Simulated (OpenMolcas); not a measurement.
**doublet [AlH3]− at 5 levels**

Aim: a comparison of 5 runs (UHF/3-21G, UBHLYP/def2-TZVPPD, UBLYP/def2-TZVPPD, UPBE0/def2-TZVPPD, USVWN5/def2-TZVPPD) of doublet [AlH3]−. 

Program for the calculation: OpenMolcas 26.06.

## Step 1: Starting point

The species is [AlH3]− (4 atoms), meant as a doublet with charge -1. As SMILES of the parent species, `[AlH3]`. The coordinates come from a PBE0-D4/def2-TZVP relaxation. That shape belongs to the parent species and isn't relaxed for this state.

Bond lengths: Al1–H2 1.586 Å, Al1–H3 1.586 Å, Al1–H4 1.586 Å. Angles: H2–Al1–H3 120.0°, H2–Al1–H4 120.0°, H3–Al1–H4 120.0°.

## Step 2: The energy at UHF/3-21G (run 1)

test.input

```
&GATEWAY
 BASLIB
 $CurrDir
 COORD
 4
 angstrom
 Al       0.013700      -0.014800      -0.005100
 H        0.633200       0.670900       1.283600
 H       -1.340800      -0.832000       0.105100
 H        0.749400       0.115700      -1.403900
 BASIS
 3-21G
 GROUP
 NoSym

&SEWARD

&SCF
 UHF
 CHARGE
 -1
 SPIN
 2
 THRESHOLDS
 1e-10 1e-07 1e-07 1e-05
 PRORBITALS
 1
```

The basis set 3-21G is read from a file made from the Basis Set Exchange's data (not shown).

Started as:

```console
$ export MOLCAS_MEM=1860
$ pymolcas test.input > test.log
```

Standard output:

```text
--- Start Module: gateway ---
[...]
--- Stop Module: gateway /rc=_RC_ALL_IS_WELL_ ---
--- Start Module: seward ---
[...]
      Basis functions           19
--- Stop Module: seward /rc=_RC_ALL_IS_WELL_ ---
--- Start Module: scf ---
[...]
       Convergence after  15 Iterations
[...]
::    Total SCF energy                               -242.2632653828
[...]
      Total spin, S                                     0.5079621766
[...]
      Total electronic charge=   17.000000
      Total            charge=   -1.000000
[...]
      Dipole Moment (debye):
      Origin of the operator (angstrom)=    0.0137   -0.0148   -0.0051
                   X=  5.3012E-04               Y= -1.1501E-03               Z=  5.7756E-04           Total=  1.3919E-03
      Center of Charge (angstrom)
[...]
--- Stop Module: scf /rc=_RC_ALL_IS_WELL_ ---
[...]
```

It took 1.4 s on 1 thread of Intel Xeon 6975P-C (Granite Rapids), shared host; peak memory 0.37 GiB.

## Step 3: A single-point energy at UBHLYP/def2-TZVPPD (run 2)

run.input

```
* AlH3 Kohn-Sham DFT

&GATEWAY
 BasLib=$CurrDir
 Coord
 4
 angstrom
 Al       0.013700      -0.014800      -0.005100
 H        0.633200       0.670900       1.283600
 H       -1.340800      -0.832000       0.105100
 H        0.749400       0.115700      -1.403900
 Basis=def2-TZVPPD
 Group=NoSym

&SEWARD
 GridInput
 Grid=UltraFine
 End of Grid

&SCF
 UHF
 Charge=-1
 Spin=2
 KSDFT=HYB_GGA_XC_BHANDHLYP
 Thresholds=1e-10 1e-07 1e-07 1e-05
 PrOrbitals=0
```

The basis set def2-TZVPPD is read from a file made from the Basis Set Exchange's data (not shown).

Started as:

```console
$ export MOLCAS_MEM=1860
$ pymolcas run.input > run.log
```

Standard output:

```text
--- Start Module: gateway ---
[...]
--- Stop Module: gateway /rc=_RC_ALL_IS_WELL_ ---
--- Start Module: seward ---
[...]
      Basis functions           99
--- Stop Module: seward /rc=_RC_ALL_IS_WELL_ ---
[...]
--- Start Module: scf ---
[...]
       Convergence after  16 Iterations
[...]
::    Total KS-DFT energy                            -244.1989417534
[...]
      Total spin, S                                     0.5022865778
[...]
      Total electronic charge=   17.000000
      Total            charge=   -1.000000
[...]
      Dipole Moment (debye):
      Origin of the operator (angstrom)=    0.0137   -0.0148   -0.0051
                   X=  1.7685E-03               Y= -3.1247E-03               Z=  9.8132E-04           Total=  3.7222E-03
      Center of Charge (angstrom)
[...]
--- Stop Module: scf /rc=_RC_ALL_IS_WELL_ ---
[...]
```

Wall time 29 s (1 thread of Intel Xeon 6975P-C (Granite Rapids), shared host); peak memory 0.55 GiB.

## Step 4: The energy at UBLYP/def2-TZVPPD (run 3)

calc.inp

```
&GATEWAY
 BasLib=$CurrDir
 Coord
 4
 angstrom
 Al       0.013700      -0.014800      -0.005100
 H        0.633200       0.670900       1.283600
 H       -1.340800      -0.832000       0.105100
 H        0.749400       0.115700      -1.403900
 Basis=def2-TZVPPD
 Group=NoSym

&SEWARD
 GridInput
 Grid=UltraFine
 End of Grid

&SCF
 UHF
 Charge=-1
 Spin=2
 KSDFT=BLYP
 Thresholds=1e-10 1e-07 1e-07 1e-05
 PrOrbitals=1 2
```

The basis set def2-TZVPPD is read from a file made from the Basis Set Exchange's data (not shown).

Started as:

```console
$ export MOLCAS_MEM=1860
$ pymolcas calc.inp > calc.log
```

Standard output:

```text
--- Start Module: gateway ---
[...]
--- Stop Module: gateway /rc=_RC_ALL_IS_WELL_ ---
--- Start Module: seward ---
[...]
      Basis functions           99
--- Stop Module: seward /rc=_RC_ALL_IS_WELL_ ---
[...]
--- Start Module: scf ---
[...]
       Convergence after  18 Iterations
[...]
::    Total KS-DFT energy                            -244.1983564868
[...]
      Total spin, S                                     0.5014205790
[...]
      Total electronic charge=   17.000000
      Total            charge=   -1.000000
[...]
      Dipole Moment (debye):
      Origin of the operator (angstrom)=    0.0137   -0.0148   -0.0051
                   X=  1.0956E-03               Y= -2.0311E-03               Z=  7.1358E-04           Total=  2.4155E-03
      Center of Charge (angstrom)
[...]
--- Stop Module: scf /rc=_RC_ALL_IS_WELL_ ---
[...]
```

Run time: 33 s. Hardware: 1 thread of Intel Xeon 6975P-C (Granite Rapids), shared host; peak memory 0.55 GiB.

Run 4 isn't shown in full; the table further down has it.

## Step 5: A single-point energy at USVWN5/def2-TZVPPD (run 5)

calc.inp

```
* AlH3 Kohn-Sham DFT
&gateway
baslib=$CurrDir
basisset
Al.def2-TZVPPD....
Al1 0.013700 -0.014800 -0.005100 angstrom
End of Basis
basisset
H.def2-TZVPPD....
H2 0.633200 0.670900 1.283600 angstrom
H3 -1.340800 -0.832000 0.105100 angstrom
H4 0.749400 0.115700 -1.403900 angstrom
End of Basis
&seward
gridinput
Grid=UltraFine
End of Grid
&scf
uhf
charge=-1
spin=2
ksdft=SVWN5
thresholds=1e-10 1e-07 1e-07 1e-05
prorbitals=0
```

The basis set def2-TZVPPD is read from a file made from the Basis Set Exchange's data (not shown).

Started as:

```console
$ export MOLCAS_MEM=1860
$ pymolcas calc.inp > calc.log
```

Standard output:

```text
--- Start Module: gateway ---
[...]
--- Stop Module: gateway /rc=_RC_ALL_IS_WELL_ ---
--- Start Module: seward ---
[...]
      Basis functions           99
--- Stop Module: seward /rc=_RC_ALL_IS_WELL_ ---
[...]
--- Start Module: scf ---
[...]
       Convergence after  15 Iterations
[...]
::    Total KS-DFT energy                            -243.1147666176
[...]
      Total spin, S                                     0.5011399910
[...]
      Total electronic charge=   17.000000
      Total            charge=   -1.000000
[...]
      Dipole Moment (debye):
      Origin of the operator (angstrom)=    0.0137   -0.0148   -0.0051
                   X=  8.1506E-04               Y= -1.5722E-03               Z=  6.0204E-04           Total=  1.8705E-03
      Center of Charge (angstrom)
[...]
--- Stop Module: scf /rc=_RC_ALL_IS_WELL_ ---
[...]
```

Run time: 20 s. Hardware: 1 thread of Intel Xeon 6975P-C (Granite Rapids), shared host; peak memory 0.55 GiB.

## Step 6: The series

```tsv
run	level	integration grid	energy (Eh)	HOMO energy (eV)	LUMO energy (eV)	⟨S²⟩	wall time
1	UHF/3-21G	–	-242.263265	0.25	7.54	0.766	1.4 s
2	UBHLYP/def2-TZVPPD	UltraFine	-244.198942	1.29	4.17	0.755	29 s
3	UBLYP/def2-TZVPPD	UltraFine	-244.198356	2.61	3.53	0.753	33 s
4	UPBE0/def2-TZVPPD	UltraFine	-244.084466	1.63	3.79	0.756	29 s
5	USVWN5/def2-TZVPPD	UltraFine	-243.114767	2.32	3.21	0.752	20 s
```

## Step 7: What came out

```
                                 quantity          value
                      run 5: total energy  -243.11477 Eh
run 5: HOMO energy (highest over α and β)        2.32 eV
 run 5: LUMO energy (lowest over α and β)        3.21 eV
                              run 5: ⟨S²⟩          0.752
```

**Reading.** Totals of different functionals can't be ranked against each other. In runs 1, 2, 3, 4, 5 the HOMO lies above zero, so the outermost electron may be held by the basis alone. All runs together took 1.9 min, the longest 33 s.
